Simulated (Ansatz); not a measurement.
# BH7N2: the cost of one run

Program: Ansatz 0.2.0 through its Python package. Level of theory: CAM-B3LYP/def2-TZVPP. These are calculated values, not measurements.

## Step 1: Starting point

Bond lengths: N1–B2 1.535 Å, B2–N3 1.535 Å, N1–H4 1.045 Å, N1–H5 1.045 Å, B2–H6 1.194 Å, B2–H7 1.193 Å, N3–H8 1.045 Å, N3–H9 1.045 Å, N3–H10 1.045 Å. Angles (14 of 15 angles, heavy atoms first): N1–B2–N3 109.9°, N1–B2–H6 109.8°, N1–B2–H7 109.4°, N3–B2–H6 109.6°, N3–B2–H7 109.4°, B2–N1–H4 107.3°, B2–N1–H5 107.6°, B2–N3–H8 109.7°, B2–N3–H9 109.3°, B2–N3–H10 109.8°, H6–B2–H7 108.7°, H4–N1–H5 106.6°, H8–N3–H9 109.3°, H8–N3–H10 109.6°.

No structure file is read: the coordinates are typed or built in the script.

## Step 2: Script

File bh7n2.py:

```python
# -*- coding: utf-8 -*-
from collections import Counter

import ansatz as az


def energy(molecule, charge=0, unpaired=0):
    calc = molecule.calculation().basis(gaussian="def2-TZVPP").functional("CAM-B3LYP")
    if charge:
        calc = calc.charge(charge)
    if unpaired:
        calc = calc.spin("collinear", total=unpaired)
    return calc.run().report["free_energy_ev"]

mol = (
    az.Crystal.molecule()
    .atom("N", (1.3196, 0.2777, 0.4719))
    .atom("B", (0.1843, -0.4031, -0.3055))
    .atom("N", (-1.1736, 0.1095, 0.1956))
    .atom("H", (2.2138, -0.1749, 0.1761))
    .atom("H", (1.3685, 1.2719, 0.1532))
    .atom("H", (0.2957, -0.1705, -1.4715))
    .atom("H", (0.246, -1.5839, -0.1439))
    .atom("H", (-1.2661, -0.0806, 1.2191))
    .atom("H", (-1.9392, -0.3833, -0.3172))
    .atom("H", (-1.2491, 1.1373, 0.0222))
)

unpaired = {"N": 3, "B": 1, "H": 1}
counts = Counter(site.symbol for site in mol.cartesian_sites)
atom_energy = {s: energy(az.Crystal.molecule().atom(s, (0, 0, 0)), 0, unpaired[s]) for s in counts}
whole = energy(mol, 0, 0)
for s, e in atom_energy.items():
    print(f"{s:2s} x{counts[s]}  {e:14.5f} eV")
print(f"BH7N2: {whole:.5f} eV")
split = sum(counts[s] * e for s, e in atom_energy.items()) - whole
print(f"atomisation energy (no zero-point term): {96.485332 * split:.1f} kJ/mol, {split / sum(counts.values()):.3f} eV an atom")
```

## Step 3: Running it

Run with:

```
python bh7n2.py
```

What time and memory should one allow on 1 thread of Arm Neoverse V2, shared host?

About 4.7 s, with a peak of 0.43 GiB.
